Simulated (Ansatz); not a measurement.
# C₂H₃Cl₃: how energies converge with the basis set

How large a basis does C₂H₃Cl₃ need? Two functionals are run in growing sets.

Computed with Ansatz 0.2.0, Gaussian basis. Level: one geometry, several basis sets.

Plan: PBE0-D4/def2-SVP; ωB97M-V/def2-SVP; PBE0-D4/def2-QZVPP; ωB97M-V/def2-QZVPP; the functionals' def2-TZVPP values are taken from earlier runs.

## Step 1: The relaxed structure

All runs share one geometry, relaxed beforehand with PBE0-D4 in a triple-zeta def2 set.

SMILES `ClCC(Cl)Cl`, 8 atoms, charge 0, spin multiplicity 1.

Atoms are counted from 1 here; the program's logs count them from 0.

Bond lengths: Cl1–C2 1.772 Å, C2–C3 1.510 Å, C2–H6 1.089 Å, C2–H7 1.089 Å, C3–Cl4 1.765 Å, C3–Cl5 1.776 Å, C3–H8 1.087 Å. Angles: Cl1–C2–C3 111.2°, Cl1–C2–H6 107.7°, Cl1–C2–H7 108.5°, C3–C2–H6 109.1°, C3–C2–H7 110.4°, H6–C2–H7 109.9°, C2–C3–Cl4 111.9°, C2–C3–Cl5 108.0°, C2–C3–H8 111.7°, Cl4–C3–Cl5 110.9°, Cl4–C3–H8 107.2°, Cl5–C3–H8 107.1°.

## Step 2: PBE0-D4 in def2-SVP

The input, in.yaml:

```yaml
crystal:
  periodic: [false, false, false]
  atoms:
    - {symbol: Cl, position_ang: [-1.676151, -1.046986, 0.874770]}
    - {symbol: C, position_ang: [-0.760203, 0.199803, 0.011567]}
    - {symbol: C, position_ang: [0.694440, -0.183744, -0.121577]}
    - {symbol: Cl, position_ang: [1.509780, -0.230195, 1.442576]}
    - {symbol: Cl, position_ang: [1.472642, 0.987944, -1.205528]}
    - {symbol: H, position_ang: [-1.194325, 0.300026, -0.982129]}
    - {symbol: H, position_ang: [-0.857602, 1.138680, 0.554106]}
    - {symbol: H, position_ang: [0.811409, -1.165528, -0.573786]}
basis:
  gaussian: {orbitals: def2-SVP}
hamiltonian: {xc: pbe0, dispersion: d4}
output: {orbitals: {seedname: orbitals}}
```

Run with:

```sh
> ansatz run in.yaml --threads 4 --pin off --events-out ev --progress --plain --max-ram 10444MiB
```

Further steps of the session: ωB97M-V in def2-SVP; PBE0-D4 in def2-QZVPP; ωB97M-V in def2-QZVPP.

Before running them: what should the planned runs give, taken together? Wanted: PBE0-D4: double and triple zeta above quadruple; ωB97M-V: double and triple zeta above quadruple.

**Answer**, as computed:

| quantity | value |
| --- | --- |
| PBE0-D4: double and triple zeta above quadruple | 16.65, 1.22 eV |
| ωB97M-V: double and triple zeta above quadruple | 16.56, 1.17 eV |

PBE0-D4 gains 15.43 eV from double to triple zeta, then 1.22 eV more. Total energies overstate the basis error of differences, where much of it tends to cancel. The LUMO of ωB97M-V is positive and keeps falling with the basis (2.72 to 1.60 eV): an unbound level that the basis holds in place.
